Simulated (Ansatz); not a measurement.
## How the interlayer binding energy of 2H MoSe2 moves with the method

No measured value is used here.

```tsv
level (code)	value (meV/Å²)	cell (Å³/atom)
LDA (Ansatz)	13.9	19.40
PBE (Ansatz)	___	24.08
PBE-D4 (Ansatz)	29.1	19.89
rVV10 (Ansatz)	28.6	21.33
PBE0-D3(BJ) (Ansatz)	41.2	19.73
```

Problem. Complete the blanks.

Solution. 
- PBE (Ansatz, a first-principles code), value (meV/Å²): 0.6

LDA, PBE: the cell comes from a level without a dispersion term, which matters for the spacing of layers, chains or molecules. Values are at the level's own equilibrium cell; PBE0-D3(BJ) at the PBE-D3(BJ) cell. Ansatz's density-functional and Hartree–Fock values are scalar-relativistic unless marked +SOC, with PAW data made under PBE.
